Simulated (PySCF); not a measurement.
**Electronic absorption of isothiazole**

Isothiazole, C3H3NS.
Bonds: C1–C2 (aromatic), C2–N3 (aromatic), N3–S4 (aromatic), S4–C5 (aromatic), C1–C5 (aromatic). Hydrogens: H6 on C1; H7 on C2; H8 on C5.

Computed, not measured: TDDFT CAM-B3LYP/def2-SVPD, vertical, gas phase, core orbitals frozen in the response in PySCF 2.14.0, density-fitted response routines. Geometry: GFN2-xTB; no solvent, vibrations or thermal averaging.

Question: Predict the UV-vis stick spectrum at this level.

Answer: 

| state | E (eV) | λ (nm) | f | \|μ\| (D) | symmetry | main configurations (H = HOMO, L = LUMO) |
| --- | --- | --- | --- | --- | --- | --- |
| S1 | 5.70 | 217.3 | 0.0025 | 0.34 | A″ | H-2→L (96%) |
| S2 | 5.84 | 212.2 | 0.136 | 2.47 | A′ | H→L (91%) |
| S3 | 6.30 | 196.9 | 0.053 | 1.48 | A′ | H-1→L (92%) |
| S4 | 6.35 | 195.1 | 0.0001 | 0.05 | – | H→L+1 (72%), H→L+2 (10%) |
| S5 | 7.02 | 176.7 | 0.0019 | 0.27 | – | H-1→L+1 (74%), H-1→L+2 (11%) |
| S6 | 7.39 | 167.7 | 0.0023 | 0.29 | A″ | H→L+2 (80%), H→L+1 (12%) |
| S7 | 7.42 | 167.1 | 0.011 | 0.64 | A′ | H-2→L+1 (67%), H-2→L+2 (16%) |
| S8 | 7.69 | 161.2 | 0.0024 | 0.28 | A″ | H-3→L (75%), H→L+3 (12%) |

Triplets (Tamm–Dancoff): T1 4.15 eV, H-1→L (89%); T2 4.38 eV, H→L (93%); T3 5.01 eV, H-2→L (92%).

The lowest singlet lies at 5.70 eV (217 nm, ultraviolet) and is very weak; its leading configuration is HOMO-2→LUMO (96%). The most intense listed level is S2 at 5.84 eV (212 nm, f = 0.136), 0.14 eV above S1. Löwdin shares by element: HOMO carbon 45%, sulfur 44%; LUMO carbon 37% or more, sulfur 24%, nitrogen 20% (atoms not listed hold the other 19%). Orbital energies (eV): HOMO-3 -11.69, HOMO-2 -9.82, HOMO-1 -9.30, HOMO -8.92, LUMO 0.07, LUMO+1 1.14, LUMO+2 1.49. The listed states span 1.99 eV, and the widest gap between neighbours is 0.66 eV (S4 to S5). Of the 8 states listed, 3 reach f = 0.01 and 1 stays under 0.0005. No computed singlet lies in the visible range (380 to 750 nm); the lowest, at 217 nm, stands 2.44 eV above its violet end (3.26 eV). Symmetry labels in Cs follow from the direction of the transition dipole and are given only for states with f of 0.002 or more. Only the lowest 8 singlets were computed, as vertical energies without vibronic structure.
